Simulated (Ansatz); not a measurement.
Changing the shape of S₂, triplet

Program: Ansatz, Gaussian basis, development build. Basis cc-pVDZ, nonrelativistic, 10 orbitals frozen in the corrections; active space CAS(12,8). Restricted Hartree–Fock, then the lowest state-specific CASSCF solution met for each case. On stretched bonds single-reference methods can fail or change state. Solutions in different active orbitals can move differences by tenths of an eV and at times more than 1 eV.

Case A: bond length 1.9040 Å.

Case B: bond length 2.0563 Å.

Case C: bond length 1.7517 Å.

Energy less that of case A, in eV:

| case | RHF/ROHF | CASSCF |
| --- | --- | --- |
| B | +0.429 | +0.073 |
| C | +0.425 | +0.737 |

Task: Give the SC-NEVPT2 energies against case A.

Result: B: +0.132 eV (3.0 kcal/mol); C: +0.686 eV (15.8 kcal/mol).

Task: Which case is lowest, and do the methods agree?

Result: A is lowest in SC-NEVPT2. Of the methods shown, RHF/ROHF, CASSCF agree.
